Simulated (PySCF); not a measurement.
**Working out the ionisation energy of N**

N [He] 2s2 2p3 (4S) → N+ [He] 2s2 2p2 (3P). All numbers are calculated (PySCF 2.14, the spin-free X2C one-electron Hamiltonian (Gaussian nucleus), in x2c-QZVPPall with one added diffuse shell each of s, p, d, f type (8s5p4d3f1g, 73 functions)). Frozen: nothing. Energies in hartree (1 hartree = 27.21139 eV):

| part | N (lower) | N+ (upper) |
| --- | --- | --- |
| UHF | -54.433745 | -53.923362 |
| MP2 opposite-spin | -0.092705 | -0.083245 |
| MP2 same-spin | -0.033817 | -0.016103 |

Problem. What does Hartree-Fock give?

Solution. (-53.923362) − (-54.433745) = 0.510383 hartree = 13.888 eV.

Problem. What do MP2 and SCS-MP2 (6/5 opposite-spin, 1/3 same-spin) give?

Solution. The opposite-spin parts differ by 0.257 eV and the same-spin parts by 0.482 eV. MP2: 13.888 + (0.257) + (0.482) = 14.627 eV. SCS-MP2: 13.888 + 1.2 × (0.257) + (0.482)/3 = 14.357 eV.

Measured between the centres of the two terms (NIST): 14.545 eV, so MP2 (valence and next inner shell) is off by 0.082 eV.

What remains against the reference includes basis incompleteness and correlation beyond second order.
